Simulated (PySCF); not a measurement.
**Computed spin Hamiltonian**

Phenazine radical anion, C12H8N2 (charge -1 and doublet state).
Bonds: C1–C2 (aromatic), C2–C3 (aromatic), C3–C4 (aromatic), C4–N5 (aromatic), N5–C6 (aromatic), C6–C7 (aromatic), C7–C8 (aromatic), C8–C9 (aromatic), C9–C10 (aromatic), C10–C11 (aromatic), C11–N12 (aromatic), N12–C13 (aromatic), C13–C14 (aromatic), C1–C14 (aromatic), C4–C13 (aromatic), C6–C11 (aromatic). Hydrogens: H15 on C1; H16 on C2; H17 on C3; H18 on C7; H19 on C8; H20 on C9; H21 on C10; H22 on C14.

The species is `c1ccc2nc3ccccc3nc2c1` (phenazine radical anion) [SMILES of the parent framework; charge -1 and doublet state].

Computed, not measured: UKS B3LYP, IGLO-III on C N, pcH-1 on H, non-relativistic, mean-field spin-orbit, GIAO in PySCF 2.14.0. Geometry: PBE0-D3(BJ)/def2-SVP; no solvent, vibrations or thermal averaging. Whether the extra electron is bound in the gas phase wasn't checked; a finite basis holds it in any case. The SCF solution wasn't tested for stability. No frequencies were computed at this geometry's level, so the symmetric structure isn't shown to be a minimum.

| Quantity | Value |
| --- | --- |
| g1, g2, g3 | 2.00211, 2.00367, 2.00414 |
| g_iso | 2.00330 |
| Form of g | rhombic: the two nearest values differ by 23 % of g3 − g1 |
| ⟨S²⟩ | 0.7609 (exact 0.7500) |
| HOMO–LUMO gap, α and β orbitals | 3.04, 3.45 eV |
| Total energy | -571.86115 Eh |
| Basis functions | 570 |

Isotropic coupling and dipolar principal values T1 to T3, in MHz:

```csv
atom,isotope,a_iso,T1,T2,T3,Mulliken spin population
C1,13C,-0.6,-4.5,-4.0,8.5,0.04
C2,13C,-0.6,-4.5,-4.1,8.6,0.05
C3,13C,5.4,-8.3,-8.1,16.4,0.10
C4,13C,-12.1,-2.5,0.0,2.5,-0.03
N5,14N,11.2,-12.5,-12.5,25.1,0.28
C6,13C,-12.2,-2.5,0.0,2.5,-0.03
C7,13C,5.4,-8.3,-8.1,16.4,0.10
C8,13C,-0.6,-4.5,-4.0,8.5,0.05
C9,13C,-0.6,-4.5,-4.0,8.5,0.05
C10,13C,5.4,-8.3,-8.1,16.4,0.10
C11,13C,-12.2,-2.5,0.0,2.5,-0.03
N12,14N,11.2,-12.6,-12.5,25.1,0.28
C13,13C,-12.2,-2.5,0.0,2.5,-0.03
C14,13C,5.5,-8.3,-8.1,16.4,0.10
H15,1H,-4.2,-2.7,-0.8,3.6,0.00
H16,1H,-4.2,-2.8,-0.8,3.6,0.00
H17,1H,-7.0,-3.1,-1.6,4.7,-0.01
H18,1H,-7.0,-3.1,-1.6,4.7,-0.01
H19,1H,-4.2,-2.8,-0.8,3.6,0.00
H20,1H,-4.2,-2.8,-0.8,3.6,0.00
H21,1H,-7.0,-3.1,-1.6,4.7,-0.01
H22,1H,-7.1,-3.1,-1.6,4.7,-0.01
```

Largest spin populations (Mulliken): N12 (+0.28), N5 (+0.28), C14 (+0.10) and C10 (+0.10).

Axes: g1 is normal to the molecular plane and g2 points within 2° of the C14–H22 bond.

Under fast tumbling the dipolar parts average out, and these isotropic splittings remain: 2 × 14N (N5/N12, I = 1, 5 lines) with 0.40 mT, 4 × 1H (H17/H18/H21/H22, I = 1/2, 5 lines) with 0.25 mT and 4 × 1H (H15/H16/H19/H20, I = 1/2, 5 lines) with 0.15 mT.

The 13C coupling of C4/C6/C11/C13 (mean -12.2 MHz) shows only in satellite lines or after enrichment, since that isotope makes up about 1.07 % of natural carbon.

The spin density at the nucleus, in bohr⁻³, is negative for C4/C6/C11/C13 (-0.0108) and H17/H18/H21/H22 (-0.0016), for instance. A restricted open-shell determinant has no negative spin density anywhere; here it arises because α and β orbitals differ (spin polarisation).
